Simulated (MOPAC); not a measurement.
MOPAC input (PM3):

```
PM3 FORCE THERMO(298,298) PRECISE LET UHF MS=0.5 GEO-OK AUX(PRECISION=9) THREADS=1
C4H4N

H     0.01440346 1    0.08056199 1    2.14933631 1
N     0.00804795 1    0.10853765 1    1.16282731 1
C     0.00755388 1    1.22438266 1    0.41719419 1
C    -0.00199246 1   -1.09202593 1    0.35186839 1
C    -0.00355298 1    0.74077858 1   -0.98703394 1
C    -0.00907890 1   -0.65980476 1   -0.98902232 1
H    -0.00339029 1   -2.10683975 1    0.74805157 1
H    -0.00661667 1    1.40043606 1   -1.85066574 1
H    -0.01735211 1   -1.31251673 1   -1.85935715 1
```

### Question
Which zero-point energy does it print?

### Answer
41.24 kcal/mol, from the harmonic wavenumbers of PM3.
